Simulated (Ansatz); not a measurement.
C4H7N can be A, `C=CC(C)=N`, or B, `C=NC(=C)C`.

Calculated with Ansatz (gas phase, PBE0-D4/def2-TZVP geometries, no zero-point term in ΔE). CBS: MP2 limit from def2 TZ/QZ plus the TZ coupled-cluster correction, frozen cores. Functionals use def2-TZVPP. B3LYP here is the variant with VWN-RPA as its local correlation; programs differ in this. One conformer a species, not always the lowest.

(1) Which is lower in electronic energy at CCSD(T)/CBS, and by how much? (An estimate is asked.)

(2) Give E(B) − E(A) in kJ/mol with CCSD(T)/def2-TZVPP, B3LYP, ωB97M-V, B2PLYP, r2SCAN-D4, PBE0-D4, PBE-D4. (Estimate.)

Largest T1 diagnostic: 0.012.

Answers

(1) The calculation gave: A, by 29.6 kJ/mol.

(2) Ansatz gave: CCSD(T)/def2-TZVPP 29.2, B3LYP 25.5, ωB97M-V 28.4, B2PLYP 26.7, r2SCAN-D4 26.8, PBE0-D4 26.7, PBE-D4 24.4. None reverses the order clearly.
